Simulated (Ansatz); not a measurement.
We consider hcp Cd, described by rVV10 in Ansatz (PAW).

Settings: plane-wave cutoff 520 eV, 24×24×10 k mesh (along the axes of the cell as run), Fermi–Dirac smearing 0.05 eV, scalar-relativistic PAW data made under PBE.

Energies at three volumes about the minimum:

```
V (Å³/atom)  E − E_lowest (meV/atom)
-----------  -----------------------
22.643                          1.17
23.105                          0.00
23.567                          1.05
```

Problem. Fit a parabola by hand: where is the minimum, and what is the bulk modulus?

Solution. Slopes: (0.00 − 1.17)/(23.105 − 22.643) = -2.532 and (1.05 − 0.00)/(23.567 − 23.105) = 2.273 meV/Å³. Curvature E″ = 2 × (2.273 − (-2.532))/(23.567 − 22.643) = 10.400 meV/Å⁶. From the middle of the first interval, the slope vanishes at V0 = 22.8740 − (-2.532)/10.400 = 23.117 Å³/atom. B = V0 E″ = 23.117 × 10.400 meV/Å³ × 0.1602 GPa per meV/Å³ = 38.5 GPa. The full Birch–Murnaghan fit to all volumes gives V0 = 23.106 Å³/atom and B0 = 38.6 GPa.

Shape and atoms are relaxed at each volume.

Measured, for comparison: bulk modulus 53.8 GPa (zero-point energy and finite temperature contributions removed, our sources range from 50.7 to 53.8; as tabulated in doi:10.1021/acs.jctc.3c00612). Computed (rounded) less measured: bulk modulus -28 % (-24 % to -28 % over the range).

Note: the bulk modulus comes from volumes at which shape and atoms were relaxed.

Ansatz is a program for electronic structure.
